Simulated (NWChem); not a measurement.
methane (CH4); SMILES C

Program: NWChem. The geometry was optimised at PBE0/def2-SVP. Level: PBE0/def2-SVP with SMD (1 M gas to 1 M solution), gas-phase geometry.

For solvent n-hexane:

```
Quantity                                     Result
-------------------------------------------  ------
solvation free energy (kcal/mol)                0.1
cavity-dispersion-structure term (kcal/mol)     0.3
```

How do the values read with solvent water instead?

The solvation free energy (kcal/mol) is 2.3 and the cavity-dispersion-structure term (kcal/mol) is 2.8.
